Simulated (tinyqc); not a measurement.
RHF in the sto-3g basis, for H2O, spin multiplicity 1, step by step. One step of it, computed by the program tinyqc.

Problem. Orthogonalisation. S = U s U^T; symmetric (Loewdin) form X = U s^(-1/2) U^T, so that X^T S X = 1.

overlap S, order 1O 1s, 1O 2s, 1O 2px, 1O 2py, 1O 2pz, 2H 1s, 3H 1s:
$$\begin{pmatrix}
1.000000 & 0.236704 & 0.000000 & 0.000000 & 0.000000 & 0.035287 & 0.035405 \\
0.236704 & 1.000000 & 0.000000 & 0.000000 & 0.000000 & 0.365707 & 0.366502 \\
0.000000 & 0.000000 & 1.000000 & 0.000000 & 0.000000 & 0.000000 & 0.000000 \\
0.000000 & 0.000000 & 0.000000 & 1.000000 & 0.000000 & 0.247030 & -0.247458 \\
0.000000 & 0.000000 & 0.000000 & 0.000000 & 1.000000 & 0.214208 & 0.214541 \\
0.035287 & 0.365707 & 0.000000 & 0.247030 & 0.214208 & 1.000000 & 0.186989 \\
0.035405 & 0.366502 & 0.000000 & -0.247458 & 0.214541 & 0.186989 & 1.000000
\end{pmatrix}$$

Give: eigenvalues of S; X.

Solution.

eigenvalues of S: [0.4558, 0.5446, 0.8816, 1.0000, 1.1078, 1.2684, 1.7418]

X, order 1O 1s, 1O 2s, 1O 2px, 1O 2py, 1O 2pz, 2H 1s, 3H 1s:
$$\begin{pmatrix}
1.0235 & -0.1354 & 0.0000 & 0.0000 & -0.0072 & 0.0180 & 0.0181 \\
-0.1354 & 1.1408 & 0.0000 & -0.0002 & 0.0680 & -0.2054 & -0.2061 \\
0.0000 & 0.0000 & 1.0000 & 0.0000 & 0.0000 & 0.0000 & 0.0000 \\
0.0000 & -0.0002 & 0.0000 & 1.0612 & -0.0001 & -0.1594 & 0.1598 \\
-0.0072 & 0.0680 & 0.0000 & -0.0001 & 1.0389 & -0.1180 & -0.1183 \\
0.0180 & -0.2054 & 0.0000 & -0.1594 & -0.1180 & 1.1161 & -0.0655 \\
0.0181 & -0.2061 & 0.0000 & 0.1598 & -0.1183 & -0.0655 & 1.1166
\end{pmatrix}$$
